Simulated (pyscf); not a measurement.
Structures and frequencies: ωB97X-D3(BJ)/def2-SVP in PySCF.

Question: Estimate the classical barrier height and the reaction energy of H₃Si–O–SiH₃ (SMILES [SiH3]O[SiH3]) + HF (SMILES F) -> F–SiH₃ (SMILES F[SiH3]) + HO–SiH₃ (SMILES O[SiH3]) at ωB97M-D3(BJ)/def2-TZVP. The step runs on the singlet surface, breaks O–Si, F–H and forms F–Si, H–O; take the separated reactants as zero.

Answer: ΔE‡ = 17.8 kcal/mol, ΔE = -6.5 kcal/mol. Zero-point energy shifts the barrier by +0.8 kcal/mol. It is a four-centre exchange, with an imaginary mode of 626i cm⁻¹. On the reactant side the descent ends in a complex, 5.9 kcal/mol under the separated species and 24.3 kcal/mol under the saddle at ωB97X-D3(BJ)/def2-TZVP. On the product side the descent ends in a complex (not fully relaxed), 4.1 kcal/mol under the separated species and 27.5 kcal/mol under the saddle at ωB97X-D3(BJ)/def2-TZVP. One saddle was located; it need not be the lowest between these sides.
